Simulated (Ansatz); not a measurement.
Input file:

```yaml
crystal:
  periodic: [false, false, false]
  atoms:
    - {symbol: B, position_ang: [0.000000, -1.029260, 1.071367]}
    - {symbol: B, position_ang: [0.000000, 0.408908, 1.666092]}
    - {symbol: Ge, position_ang: [0.000000, 0.074225, -0.441263]}
    - {symbol: H, position_ang: [0.000000, 1.304568, 2.439302]}
basis:
  gaussian: {orbitals: cc-pVTZ}
total_charge: 1
magnetization: {spin_polarized: false, initial_magnetization: 2}
correlation: {method: ccsdt_q, electrons: outside_noble_gas}
```

```sh
$ ansatz run in.yaml --threads 2 --pin off --events-out ev --progress --plain --max-ram 24576MiB --backend cuda --devices 0, --max-vram 18GiB
```

Output:

```
1408 factors; integrals over basis functions are off by at most 2.2e-7 eV
mean field evaluation 1: about -57820.0080 eV, gradient 2.1e1 eV
mean field evaluation 2: about -57820.0148 eV, gradient 2.1e1 eV
mean field evaluation 4: about -57822.0364 eV, gradient 4.2e0 eV
mean field evaluation 8: about -57822.1274 eV, gradient 2.2e-1 eV
mean field evaluation 16: about -57821.0594 eV, gradient 1.4e1 eV
mean field evaluation 32: about -57821.4515 eV, gradient 7.3e-1 eV
mean field evaluation 64: about -57821.4027 eV, gradient 3.0e-2 eV
mean field evaluation 96: about -57821.0184 eV, gradient 5.2e-1 eV
mean field evaluation 128: about -57819.4711 eV, gradient 4.6e-2 eV
mean field evaluation 160: about -57818.8125 eV, gradient 5.7e-4 eV
...
cycle  14  -7.74162531 eV  change   -4.9e-5 eV  update   4.5e-5
cycle  15  -7.74161933 eV  change    6.0e-6 eV  update   2.9e-5
cycle  16  -7.74158182 eV  change    3.8e-5 eV  update   1.8e-5
cycle  17  -7.74158583 eV  change   -4.0e-6 eV  update   1.1e-5
cycle  18  -7.74159685 eV  change   -1.1e-5 eV  update   7.3e-6
cycle  19  -7.74159851 eV  change   -1.7e-6 eV  update   4.3e-6
cycle  20  -7.74160063 eV  change   -2.1e-6 eV  update   2.7e-6
cycle  21  -7.74159780 eV  change    2.8e-6 eV  update   1.6e-6
cycle  22  -7.74159560 eV  change    2.2e-6 eV  update   9.8e-7
cycle  23  -7.74159557 eV  change    3.0e-8 eV  update   5.8e-7
perturbative correction -0.04074503 eV, -0.0014973524 hartree
Total energy: -57829.91265126 eV, -2125.2100914112 hartree
```

Ran on 2 threads of AMD EPYC 7R13 with a shared H100 80 GB, shared host: 40 s wall, 1.4 GiB peak host memory.
